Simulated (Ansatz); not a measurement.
## GeH$_{2}$⁺, doublet in aug-cc-pVDZ: errors against full CI

Geometry: displaced at random from a stationary point.

```yaml
atoms:
  - { symbol: Ge, position_ang: [0.0034, -0.0204, -0.0002] }
  - { symbol: H, position_ang: [-0.1615, 0.7530, -1.3385] }
  - { symbol: H, position_ang: [-0.0848, 0.7206, 1.3531] }
```

Basis aug-cc-pVDZ; Ansatz 0.2.0. Only valence electrons are correlated (noble-gas cores and the filled d shells of p-block atoms frozen), which leaves 5 electrons in 40 orbitals. Prefix R: restricted or restricted open-shell reference; prefix U: unrestricted. Active spaces: valence = (5e, 6o) chosen from the atoms' valence shells. No spin–orbit coupling is included, and no scalar relativity.

Full CI is exact within this basis and frozen core; it isn't the basis-set limit. The frozen core follows each run's orbitals, which can shift R against U totals by a few meV for light atoms and by up to 0.1 eV past Ca.

For open shells CISD is restricted-active-space CI with the open shells as a complete middle space.

```
UHF ⟨S²⟩                          : 0.758
T1 diagnostic (RCCSD)             : 0.0209
largest doubles amplitude (RCCSD) : 0.053
```

```
                   level  E − E(full CI) (meV)  share of correlation (%)  wall time
                     RHF                  2329                      0.00          –
                    RMP2                   618                     73.49          –
                    CISD                   104                     95.55     0.96 s
                   RCCSD                    55                     97.65          –
                RCCSD(T)                    15                     99.38      1.5 s
                 BCCD(T)                    14                     99.39      1.8 s
                  RCCSDT                     0                    100.00          –
               RCCSDT(Q)                    -1                    100.02        8 s
  CASSCF (valence space)                  1267                     45.59          –
  NEVPT2 (valence space)                   383                     83.54      2.1 s
  MRCISD (valence space)                    33                     98.57          –
MRCISD+Q (valence space)                    -1                    100.06      2.6 s
```

The correlation energy at full CI, counted from RHF, is -2.329 eV. That run took 36 s on 1 thread of Arm Neoverse V1, shared host over 3,897,078 determinants.

Run but not shown, since their state or frozen core can't be matched to the reference's or they repeat it: UHF, UMP2, UCCSD, UCCSD(T), UCCSDT, UCCSDT(Q).

Times hold each run's SCF and search for its determinant on a shared host, so for small cases they say little of a method's own cost; they ran on 1 thread of Arm Neoverse V1.

The full-CI state has the irrep A' of Cs, in the program's axes.

Natural occupations of full CI about the gap: 1.954 1.941 0.991 0.030 0.022 0.020 0.008 0.008 0.005 0.004; effectively unpaired electrons, Σ n²(2−n)², 1.03.
